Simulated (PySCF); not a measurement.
SMILES FC(F)(F)F, singlet (PBE0/def2-SVP optimised geometry):

```
5

F     -0.877    -0.930    -1.074
C     -0.438    -0.310     0.000
F     -0.877    -0.930     1.074
F      0.877    -0.310     0.000
F     -0.877     0.930     0.000
```

Level of theory: PBE0/def2-TZVP (PySCF).

### Question
What are the frontier orbital energies and the dipole moment?

### Answer
HOMO-2 -12.61 eV, HOMO-1 -12.61 eV, HOMO -12.61 eV, LUMO 2.78 eV, LUMO+1 4.49 eV; dipole moment 0.00 D.

On the same geometry PBE/def2-TZVP (PySCF 2.14.0) gives HOMO-2 -10.31 eV, HOMO-1 -10.31 eV, HOMO -10.31 eV, LUMO 1.77 eV, LUMO+1 3.27 eV; dipole moment 0.00 D.

Meta-Löwdin charges at PBE0/def2-TZVP: F1 -0.25, C2 1.00, F3 -0.25, F4 -0.25, F5 -0.25.
